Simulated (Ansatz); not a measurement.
Reaction (SMILES): OO (H2O2) → [O-]O + H+
B3LYP-D3(BJ)/def2-TZVP geometries, fixed; electronic energies without zero-point terms.

Basis-set convergence of the deprotonation energy at PBE with Ansatz (an electronic-structure program). Cartesian d functions, on some or all atoms, in 6-31G*, 6-31+G*; all else is spherical. The program fits the integrals of some runs and decomposes those of others, by size. No added dispersion term, no relativity. Functions are those of the species that has most. Reference: the value in aug-pcseg-3, 379.96 kcal/mol, itself unsure by roughly 0.29 kcal/mol (its mean distance from aug-cc-pVQZ, def2-QZVPPD). Deviations are taken from unrounded values.

```json
[
 {"basis": "3-21G", "functions": "22", "deprotonation energy (kcal/mol)": "422.99", "minus reference (kcal/mol)": "43.03"},
 {"basis": "6-31G", "functions": "22", "deprotonation energy (kcal/mol)": "395.87", "minus reference (kcal/mol)": "15.91"},
 {"basis": "def2-SV(P)", "functions": "32", "deprotonation energy (kcal/mol)": "405.05", "minus reference (kcal/mol)": "25.09"},
 {"basis": "6-31G*", "functions": "34", "deprotonation energy (kcal/mol)": "407.49", "minus reference (kcal/mol)": "27.53"},
 {"basis": "6-31+G*", "functions": "42", "deprotonation energy (kcal/mol)": "376.52", "minus reference (kcal/mol)": "-3.44"},
 {"basis": "6-311G**", "functions": "48", "deprotonation energy (kcal/mol)": "403.38", "minus reference (kcal/mol)": "23.42"},
 {"basis": "def2-TZVPP", "functions": "90", "deprotonation energy (kcal/mol)": "390.86", "minus reference (kcal/mol)": "10.90"},
 {"basis": "aug-cc-pVTZ", "functions": "138", "deprotonation energy (kcal/mol)": "380.06", "minus reference (kcal/mol)": "0.10"},
 {"basis": "cc-pVQZ", "functions": "170", "deprotonation energy (kcal/mol)": "391.47", "minus reference (kcal/mol)": "11.51"}
]
```

The smallest set listed that lies within 1 kcal/mol of the reference with all its larger relatives (same family, alike in diffuse functions; a set with none counts only in the reference's own line) is aug-cc-pVTZ (138 functions, 0.10 kcal/mol off). (Relatives not listed, tested too: aug-cc-pVQZ 0.40 kcal/mol.)
